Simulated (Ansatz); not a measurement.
## How close CCSD(T) comes to the exact answer in a basis

Each species is computed at the geometry given (Å), with frozen cores, in Ansatz 0.2.0: RHF-CCSD(T) for singlets, UHF-CCSD(T) otherwise, and full CI in the same basis. The program picks the determinant by trial CCSD, so it needn't be the lowest Hartree–Fock solution. States: GeH⁺ Σ⁺ or Δ, SiH⁺ Σ⁻ or Δ, HAl–CH A'', B2H⁺ Π. Cases whose determinant has another symmetry than full CI's state, or whose (Q) step broke down, weren't drawn. No relativity is included.

Problem. Judging by size, spin and bonding, rank them by the size of CCSD(T)'s error in total energy against full CI in the same basis, smallest first (an estimate).
A. B2H⁺, triplet, cc-pVDZ: B 0.000 0.000 0.114; B 0.000 0.000 -1.406; H 0.000 0.000 1.292
B. SiH⁺, quintet, cc-pVQZ: Si 0.000 0.000 0.000; H 0.000 0.000 1.500
C. GeH⁺, singlet, cc-pVQZ: Ge 0.000 0.000 0.000; H 0.000 0.000 1.601
D. HAl–CH, quartet, 6-31G: Al 0.000 -0.108 0.568; C 0.000 0.196 -1.243; H 0.000 0.857 1.825; H 0.000 -0.313 -2.204

Solution. B (1.0 meV), C (9.5 meV), D (18.1 meV), A (23.3 meV).

| species | basis | correlated electrons | CCSD(T) − full CI (meV) | CCSDT(Q) − full CI (meV) | unpaired electrons (full CI) | T1 | ⟨S²⟩ of the determinant |
| --- | --- | --- | --- | --- | --- | --- | --- |
| SiH⁺, quintet | cc-pVQZ | 4 | 1.0 | -2.7 | 4.00 | 0.010 | 6.00 |
| GeH⁺, singlet | cc-pVQZ | 4 | 9.5 | 0.3 | 0.06 | 0.011 | 0.00 |
| HAl–CH, quartet | 6-31G | 9 | 18.1 | -0.4 | 3.03 | 0.016 | 3.77 |
| B2H⁺, triplet | cc-pVDZ | 6 | 23.3 | 0.4 | 2.03 | 0.017 | 2.00 |

Unpaired electrons are Σ n²(2−n)² over natural occupations; an open shell counts its own unpaired electrons too. Frozen cores follow each run's orbitals, which moves totals by a few meV.
